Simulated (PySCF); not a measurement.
Species: C5H9F.
Structure used (PBE0-D3(BJ)/def2-SVP), in Å, numbered top down from 1:
```xyz
15
C5H9F angstrom
C      2.0771    0.1021   -0.3558
C      0.6741    0.6011   -0.4628
C     -0.4405    0.0903    0.0839
C     -1.7863    0.7199   -0.1139
C     -0.4562   -1.1555    0.9166
F     -1.1863   -0.9583    2.0693
H      2.1972   -0.7166    0.3667
H      2.4408   -0.2631   -1.3316
H      2.7566    0.9171   -0.0576
H      0.5476    1.4966   -1.0846
H     -2.2269    0.9954    0.8568
H     -1.7236    1.6195   -0.7415
H     -2.4895    0.0134   -0.5879
H     -0.9390   -1.9788    0.3568
H      0.5550   -1.4824    1.2011
```

The closed-shell ground state was solved at several levels (PySCF, density fitting, gas phase, non-relativistic).

```tsv
level	basis functions	HOMO (eV)	LUMO (eV)	gap (eV)	dipole (D)
CAM-B3LYP/def2-SVPD	195	-8.40	1.17	9.57	1.99
HF/pcSseg-2	342	-9.47	2.60	12.07	2.08
B3LYP/pcJ-1	252	-6.84	0.06	6.90	1.89
```

(1) Estimate the row for PBE0/pcSseg-1, a basis of 147 functions; the other rows only guide the guess.

(2) Over all these levels, which gives the widest orbital gap and which the narrowest?

(3) How far do the dipole and the HOMO energy spread over the levels?

Results:

(1) HOMO -7.06 eV, LUMO 0.29 eV, gap 7.35 eV, dipole 1.90 D.

(2) HF/pcSseg-2 (Hartree–Fock, all exact exchange) has the widest, 12.07 eV, and B3LYP/pcJ-1 (global hybrid, 20 % exact exchange) the narrowest, 6.90 eV. Functional and basis both differ between the two, so the spread mixes both effects.

(3) The dipole runs from 1.89 to 2.08 D (mean 1.96 D) and the HOMO from -9.47 to -6.84 eV.

One conformer stands for the species.
